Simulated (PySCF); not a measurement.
**Calculated properties of methylenesilane, `C=[SiH2]`**

Species: methylenesilane, CH₄Si.
Z-matrix (Å and degrees, PBE0-D3(BJ)/def2-TZVP geometry), rows numbered from 1:
```
C 
Si  1  1.6986
H   1  1.0837  2  122.16
H   1  1.0837  2  122.11  3  -179.69
H   2  1.4782  1  122.60  3  -179.97
H   2  1.4782  1  122.71  3    -0.34
```

**PBE0-D3(BJ)/def2-TZVP geometry optimisation, gas phase (PySCF)**

```
Point group                  : C2v
Rotational constants A, B, C : 104.854, 14.892, 13.040 GHz
```

PBE0/pcSseg-2 ground state and GIAO shieldings, non-relativistic (PySCF):

```
Dipole moment                                               : 0.77 D
HOMO energy                                                 : -6.65 eV
LUMO energy                                                 : -1.27 eV
HOMO–LUMO gap                                               : 5.38 eV
Lowest Hirshfeld atomic charge                              : -0.27 e on C1
Highest Hirshfeld atomic charge                             : +0.30 e on Si2
13C chemical shifts (computed TMS as zero) by class         : 121.7 (C1) ppm
1H chemical shifts (computed TMS as zero) by class          : 5.97 (H3/H4), 5.31 (H5/H6) ppm
Isotropic shieldings of nuclei other than C and H, by class : 266 (Si2) ppm
Mayer bond orders between heavy atoms                       : C1–Si2 1.88
```

Monoisotopic mass (most abundant isotopes): 44.0082 u.

The dipole matches unit charges of opposite sign 0.16 Å apart (1 e·Å = 4.8032 D). A dipole of 0.77 D is allowed in C2v, and pure rotational transitions are dipole-allowed. The rotational constants make it an asymmetric top with κ = (2B − A − C)/(A − C) = -0.96, nearer the prolate limit (−1). With B = h/(8π²I), that is 505.379 GHz u Å² over I, the principal moments of inertia are 4.82, 33.9 and 38.8 u Å² (most abundant isotopes).

Geometry: PBE0-D3(BJ)/def2-TZVP; no solvent, vibrations or thermal averaging.
